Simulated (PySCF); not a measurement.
## Indirect couplings

Molfile (atoms numbered from 1):
```
C4H6O
     RDKit          3D

 11 11  0  0  0  0  0  0  0  0999 V2000
    0.8244   -0.8466   -0.1154 C   0  0  0  0  0  0  0  0  0  0  0  0
    1.3509    0.3763   -0.2185 C   0  0  0  0  0  0  0  0  0  0  0  0
    0.4752    1.3977   -0.1018 O   0  0  0  0  0  0  0  0  0  0  0  0
   -0.8217    0.8293    0.1215 C   0  0  0  0  0  0  0  0  0  0  0  0
   -0.6577   -0.7054    0.1081 C   0  0  0  0  0  0  0  0  0  0  0  0
    1.3700   -1.7858   -0.1844 H   0  0  0  0  0  0  0  0  0  0  0  0
    2.3863    0.6775   -0.3847 H   0  0  0  0  0  0  0  0  0  0  0  0
   -1.1971    1.2080    1.0853 H   0  0  0  0  0  0  0  0  0  0  0  0
   -1.4933    1.1937   -0.6713 H   0  0  0  0  0  0  0  0  0  0  0  0
   -1.2498   -1.1789   -0.6939 H   0  0  0  0  0  0  0  0  0  0  0  0
   -0.9874   -1.1658    1.0550 H   0  0  0  0  0  0  0  0  0  0  0  0
  1  2  2  0
  2  3  1  0
  3  4  1  0
  4  5  1  0
  5  1  1  0
  1  6  1  0
  2  7  1  0
  4  8  1  0
  4  9  1  0
  5 10  1  0
  5 11  1  0
M  END
```

Couplings: B3LYP/pcJ-1 (without the spin–dipole term) in PySCF, geometry PBE0-D3(BJ)/def2-SVP; gas phase, one conformer, non-relativistic. Couplings are averaged over pairs made equivalent by symmetry, fast rotation or ring inversion, so a value needn't be that of the named pair in this geometry, while other rotamers aren't included; one pair stands for each set, and the list holds a selection of those of at least 1.5 Hz over up to four bonds, among pairs with at least one C or H atom (others weren't computed).

Isotopes: 13C, 1H, 17O. Couplings to quadrupolar nuclei such as 17O and 33S are rarely resolved in practice.

```tsv
pair	bonds	J (Hz)
C1, C2	1	81.4
C1, C5	1	?
C1, H6	1	?
C2, O3	1	?
C2, H7	1	197.1
O3, C4	1	22.4
C4, C5	1	34.6
C4, H8	1	153.3
C5, H10	1	?
C1, H7	2	13.8
C1, H10	2	?
C2, C4	2	1.6
C5, H6	2	7.1
H10, H11	2	-17.0
C1, H8	3	?
C2, H8	3	2.3
C2, H10	3	5.8
O3, H10	3	-1.7
C4, H6	3	?
C4, H7	3	10.5
C5, H7	3	?
H6, H7	3	3.5
H6, H10	3	3.1
H8, H10	3	9.1
H8, H11	3	15.3
H7, H10	4	-3.2
```

Question: Estimate the withheld couplings, with signs.

Answer: 
- 1J(C1,C5) = 41.2 Hz (bond length 1.506 Å)
- 1J(C1,H6) = 186.5 Hz (bond length 1.088 Å, sp2 carbon)
- 1J(C2,O3) = 27.4 Hz (bond length 1.350 Å)
- 1J(C5,H10) = 139.5 Hz (bond length 1.104 Å, sp3 carbon)
- 2J(C1,H10) = -7.0 Hz (angle at C5 112°)
- 3J(C1,H8) = 1.7 Hz (dihedral angle 118°)
- 3J(C4,H6) = 6.5 Hz (dihedral angle 180°)
- 3J(C5,H7) = 7.0 Hz (dihedral angle 180°)
